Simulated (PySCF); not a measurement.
carbonyl sulfide (COS), SMILES O=C=S.

Coordinates come from a B3LYP-D3(BJ)/def2-TZVP optimisation.

Computed with TDDFT-LC-ωPBE/def2-TZVPD run with PySCF.

Vertical excitations; the highest root listed may be one member of a degenerate set. Isolated molecule, no solvent. State labels are in the subgroup C2v.

```
state  symmetry  energy (eV)  λ (nm)      f                                                    main pairs
-----  --------  -----------  ------  -----  ------------------------------------------------------------
S1           A2         5.40     229  0.000                            HOMO−1→LUMO+1 45 %, HOMO→LUMO 45 %
S2           A1         5.71     217  0.000                     HOMO−1→LUMO, HOMO→LUMO+1 (degenerate set)
S3           A2         5.71     217  0.000                     HOMO→LUMO, HOMO−1→LUMO+1 (degenerate set)
S4           B2         7.81     159  0.038                     HOMO→LUMO+2, HOMO→LUMO+9 (degenerate set)
S5           B1         7.81     159  0.038                 HOMO−1→LUMO+2, HOMO−1→LUMO+9 (degenerate set)
S6           A1         8.43     147  0.704                            HOMO→LUMO+1 45 %, HOMO−1→LUMO 45 %
S7           B2         8.47     146  0.022        HOMO→LUMO+9, HOMO→LUMO+3, HOMO→LUMO+6 (degenerate set)
S8           B1         8.47     146  0.022  HOMO−1→LUMO+9, HOMO−1→LUMO+3, HOMO−1→LUMO+6 (degenerate set)
S9           A1         9.32     133  0.000                   HOMO→LUMO+5, HOMO−1→LUMO+4 (degenerate set)
S10          A2         9.32     133  0.000                   HOMO→LUMO+4, HOMO−1→LUMO+5 (degenerate set)
T1           A1         4.69     265      0                            HOMO→LUMO+1 44 %, HOMO−1→LUMO 44 %
T2           A1         4.99     248      0                     HOMO−1→LUMO, HOMO→LUMO+1 (degenerate set)
T3           A2         4.99     248      0                     HOMO→LUMO, HOMO−1→LUMO+1 (degenerate set)
T4           A2         5.47     227      0                            HOMO−1→LUMO+1 45 %, HOMO→LUMO 45 %
```
Triplets are in the Tamm–Dancoff approximation, which puts them higher than full response would, so one can lie above its singlet here.
